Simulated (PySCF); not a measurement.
Compound: fluorothioborine, BFS.
SMILES with atom numbers: `[F:1][B:2]=[S:3]`

Level: CAM-B3LYP/def2-SVPD in PySCF, non-relativistic, on one gas-phase PBE0-D3(BJ)/def2-SVP geometry that isn't relaxed in the solvent. The solvent is an IEF-PCM continuum (Bondi radii, 1.10 Å for H, scaled by 1.2), and excitations are vertical TDDFT with non-equilibrium linear response and a frozen core. Specific hydrogen bonds and non-electrostatic terms are outside this model.

Gas-phase singlets (H = HOMO, L = LUMO):

| state | E (eV) | λ (nm) | f | leading configurations |
| --- | --- | --- | --- | --- |
| S1 | 5.837 | 212 | 0.000 | H-1→L+2 50%, H→L+1 50% |
| S2 | 6.071 | 204 | 0.000 | H-1→L+1 47%, H→L+2 47% |
| S3 | 6.071 | 204 | 0.000 | H→L+1 47%, H-1→L+2 47% |
| S4 | 6.658 | 186 | 0.072 | H→L 95% |
| S5 | 6.658 | 186 | 0.072 | H-1→L 95% |

Task: Give the list for chloroform (ε = 4.711), n² = 2.09.

Result: 
| state | E (eV) | λ (nm) | f | leading configurations | change by rank (eV) |
| --- | --- | --- | --- | --- | --- |
| S1 | 5.904 | 210 | 0.000 | H→L+1 50%, H-1→L+2 50% | +0.067 |
| S2 | 6.113 | 203 | 0.000 | H-1→L+1 49%, H→L+2 49% | +0.042 |
| S3 | 6.113 | 203 | 0.000 | H→L+1 49%, H-1→L+2 48% | +0.042 |
| S4 | 6.751 | 184 | 0.097 | H→L 95% | +0.093 |
| S5 | 6.751 | 184 | 0.097 | H-1→L 95% | +0.093 |

Task: How do the frontier levels move from gas to chloroform?

Result: 
| orbital | gas (eV) | solvent (eV) | change (eV) |
| --- | --- | --- | --- |
| LUMO+2 | 0.72 | 0.77 | +0.05 |
| LUMO+1 | 0.72 | 0.77 | +0.05 |
| LUMO | 0.21 | 0.34 | +0.13 |
| HOMO | -9.75 | -9.76 | -0.01 |
| HOMO-1 | -9.75 | -9.76 | -0.01 |
| HOMO-2 | -12.82 | -12.83 | -0.01 |
| HOMO-3 | -16.61 | -16.48 | +0.13 |

The HOMO–LUMO gap goes from 9.96 to 10.10 eV.
